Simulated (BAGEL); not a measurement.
# SiNH4S (SMILES N[SiH2][S]) at UHF/STO-3G (density fitting with qzvpp-jkfit)

What is the vertical ionisation energy of SiNH4S at UHF/STO-3G (density fitting with qzvpp-jkfit)? 

The results are computed with BAGEL 1.2.2.

## 1. The molecule

The species is SiNH4S (7 atoms), meant as a doublet with charge 0. SMILES: `N[SiH2][S]`. Geometry: relaxed at PBE0-D4/def2-TZVP. This is one conformer, not always the lowest.

Bond lengths: N1–Si2 1.724 Å, Si2–S3 2.123 Å, N1–H4 1.009 Å, N1–H5 1.009 Å, Si2–H6 1.483 Å, Si2–H7 1.483 Å. Angles: N1–Si2–S3 104.9°, N1–Si2–H6 108.6°, N1–Si2–H7 108.6°, S3–Si2–H6 112.0°, S3–Si2–H7 112.0°, Si2–N1–H4 119.1°, Si2–N1–H5 119.1°, H6–Si2–H7 110.4°, H4–N1–H5 110.8°.

## 2. A single-point energy at UHF/STO-3G (density fitting with qzvpp-jkfit)

input.json reads:

```json
{ "bagel": [

{
  "title": "molecule",
  "basis": "sto-3g",
  "df_basis": "qzvpp-jkfit",
  "angstrom": "true",
  "geometry": [
    { "atom": "N", "xyz": [   -0.745300,    0.024700,   -0.769600 ] },
    { "atom": "Si", "xyz": [    0.651700,   -0.008000,    0.239500 ] },
    { "atom": "S", "xyz": [   -0.104200,   -0.184300,    2.215000 ] },
    { "atom": "H", "xyz": [   -1.342400,    0.837600,   -0.753400 ] },
    { "atom": "H", "xyz": [   -1.289700,   -0.817300,   -0.880200 ] },
    { "atom": "H", "xyz": [    1.406500,    1.253500,    0.044800 ] },
    { "atom": "H", "xyz": [    1.484600,   -1.174200,   -0.141800 ] }
  ]
},
{
  "title": "uhf",
  "nopen": 1
},
{
  "title": "print",
  "file": "orbitals.molden",
  "orbitals": "true"
}

]}
```

The run is started by

```
$ BAGEL_NUM_THREADS=1 BAGEL input.json > input.out
```

What it wrote:

```text
* using 1 threads per process

  ===============================================================
  ===============================================================

  *** Geometry ***

  { "atom" : "N", "xyz" : [     -1.408413,      0.046676,     -1.454333 ] },
  { "atom" : "Si", "xyz" : [      1.231535,     -0.015118,      0.452589 ] },
  { "atom" : "S", "xyz" : [     -0.196909,     -0.348277,      4.185743 ] },
  { "atom" : "H", "xyz" : [     -2.536768,      1.582835,     -1.423720 ] },
  { "atom" : "H", "xyz" : [     -2.437180,     -1.544473,     -1.663337 ] },
  { "atom" : "H", "xyz" : [      2.657900,      2.368772,      0.084660 ] },
  { "atom" : "H", "xyz" : [      2.805487,     -2.218916,     -0.267963 ] },

  Number of auxiliary basis functions:      405

  Since a DF basis is specified, we compute 2- and 3-index integrals:
    o Being stored without compression. Storage requirement is 0.002 GB

  Number of basis functions:       27
  Number of electrons      :       41

    * METHOD: MOLECULE                             0.11

  *** Open-shell HF ***

  === Nuclear Repulsion ===
   143.5444204891

      * DIIS with orbital gradients will be used.

  === UHF iteration (sto-3g) ===
      0       -734.74803687          0.02432727           0.03
      1       -734.83275979          0.00890347           0.02
      2       -734.84499886          0.00290572           0.02
      3       -734.84762664          0.00156004           0.02
      4       -734.84872055          0.00076843           0.02
      5       -734.84904818          0.00044325           0.02
      6       -734.84918072          0.00012328           0.02
      7       -734.84918942          0.00002801           0.03
      8       -734.84919005          0.00000487           0.03
      9       -734.84919015          0.00000191           0.02
[... 19 lines of this table left out ...]
     29       -734.84919017          0.00000039           0.02
     30       -734.84919017          0.00000014           0.03
     31       -734.84919017          0.00000004           0.03
     32       -734.84919017          0.00000001           0.03
    * SCF iteration converged.

    * S^2 (UHF) is 0.7535

    * Permanent dipole moment:
           (    0.017347,    -0.005512,     0.062285) a.u.

    * METHOD: UHF                                  0.91

    * METHOD: PRINT                                0.00

  ===============================================================
```

Run time: 1.1 s. Hardware: 1 thread of Arm Neoverse V1, shared host.

## 3. The singlet cation at the same level

hf.json reads:

```json
{ "bagel" : [

{
  "title" : "molecule",
  "basis" : "sto-3g",
  "df_basis" : "qzvpp-jkfit",
  "angstrom" : true,
  "geometry" : [
    { "atom" : "N", "xyz" : [      -0.745300,       0.024700,      -0.769600 ] },
    { "atom" : "Si", "xyz" : [       0.651700,      -0.008000,       0.239500 ] },
    { "atom" : "S", "xyz" : [      -0.104200,      -0.184300,       2.215000 ] },
    { "atom" : "H", "xyz" : [      -1.342400,       0.837600,      -0.753400 ] },
    { "atom" : "H", "xyz" : [      -1.289700,      -0.817300,      -0.880200 ] },
    { "atom" : "H", "xyz" : [       1.406500,       1.253500,       0.044800 ] },
    { "atom" : "H", "xyz" : [       1.484600,      -1.174200,      -0.141800 ] }
  ]
},

{ "title" : "hf", "charge" : 1 },

{ "title" : "print", "file" : "orbitals.molden", "orbitals" : true }

]}
```

The run is started by

```
$ BAGEL_NUM_THREADS=1 BAGEL hf.json > hf.out
```

What it wrote:

```text
* using 1 threads per process

  ===============================================================
  ===============================================================

  *** Geometry ***

  { "atom" : "N", "xyz" : [     -1.408413,      0.046676,     -1.454333 ] },
  { "atom" : "Si", "xyz" : [      1.231535,     -0.015118,      0.452589 ] },
  { "atom" : "S", "xyz" : [     -0.196909,     -0.348277,      4.185743 ] },
  { "atom" : "H", "xyz" : [     -2.536768,      1.582835,     -1.423720 ] },
  { "atom" : "H", "xyz" : [     -2.437180,     -1.544473,     -1.663337 ] },
  { "atom" : "H", "xyz" : [      2.657900,      2.368772,      0.084660 ] },
  { "atom" : "H", "xyz" : [      2.805487,     -2.218916,     -0.267963 ] },

  Number of auxiliary basis functions:      405

  Since a DF basis is specified, we compute 2- and 3-index integrals:
    o Being stored without compression. Storage requirement is 0.002 GB

  Number of basis functions:       27
  Number of electrons      :       41

    * METHOD: MOLECULE                             0.11

  *** RHF ***

  === Nuclear Repulsion ===
   143.5444204891

      * DIIS with orbital gradients will be used.

  === RHF iteration (sto-3g) ===
      0       -734.50879197          0.01139395           0.01
      1       -734.55161040          0.00671887           0.01
      2       -734.56301673          0.00207119           0.01
      3       -734.56673169          0.00121869           0.01
      4       -734.56825990          0.00052211           0.01
      5       -734.56869819          0.00036974           0.01
      6       -734.56893422          0.00023418           0.01
      7       -734.56906548          0.00004971           0.01
      8       -734.56906897          0.00001280           0.01
      9       -734.56906917          0.00000348           0.01
     10       -734.56906918          0.00000046           0.01
     11       -734.56906918          0.00000020           0.01
     12       -734.56906918          0.00000010           0.01
     13       -734.56906918          0.00000007           0.01
     14       -734.56906918          0.00000006           0.01
     15       -734.56906918          0.00000006           0.01
     16       -734.56906918          0.00000006           0.01
     17       -734.56906918          0.00000006           0.01
     18       -734.56906918          0.00000006           0.01
     19       -734.56906918          0.00000006           0.01
     20       -734.56906918          0.00000003           0.01
     21       -734.56906918          0.00000001           0.01
    * SCF iteration converged.

    * Permanent dipole moment:
           (    0.107718,     0.084569,    -1.055941) a.u.

    * METHOD: HF                                   0.34

    * METHOD: PRINT                                0.00

  ===============================================================
```

Wall time 0.58 s (1 thread of Arm Neoverse V1, shared host).

## 4. Summary of results

Level: UHF/STO-3G (density fitting with qzvpp-jkfit).

| quantity | value |
| --- | --- |
| doublet SiNH4S: total energy | -734.84919 Eh |
| doublet SiNH4S: dipole moment | 0.16 D |
| doublet SiNH4S: ⟨S²⟩ | 0.753 |
| singlet cation: total energy | -734.56907 Eh |
| singlet cation: HOMO energy | -14.42 eV |
| singlet cation: LUMO energy | -6.40 eV |
| singlet cation: HOMO–LUMO gap | 8.02 eV |
| vertical ionisation energy (to the singlet cation) | 7.622 eV |

In words: Removing an electron at fixed nuclei costs 7.62 eV (735 kJ/mol). Only the singlet of the ionised species was computed; a triplet could lie lower. In a minimal basis such a difference can be off by several eV, whatever the method.
